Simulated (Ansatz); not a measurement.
Species: Cl2, charge 1, multiplicity 2. 
Coordinates optimised at B3LYP-D3(BJ)/def2-TZVP (Ansatz, a first-principles code):
```xyz
2

Cl     0.0000     0.0000    -0.9550
Cl     0.0000     0.0000     0.9550
```
Charge +1, spin multiplicity 2.

Basis-set convergence of Hartree-Fock and MP2 correlation energies (hartree) with Ansatz. Valence correlation only, unless marked. UHF or UKS for open shells. Spin-orbit coupling is left out. No relativistic terms.

```tsv
basis	functions	E(HF)	E(corr, MP2)
def2-SVPD	54	-918.25586	-0.28085
def2-TZVPPD	102	-918.58471	-0.36284
def2-QZVPPD	158	-918.61090	-0.39690
```

Extrapolating the two largest sets (X = 3 and 4) as X^-3: E(corr) = (64·(-0.39690) - 27·(-0.36284))/37 = -0.4218 Eh, an estimate of the basis-set limit. The largest set recovers 94.1 % of it, the smallest 66.6 %.
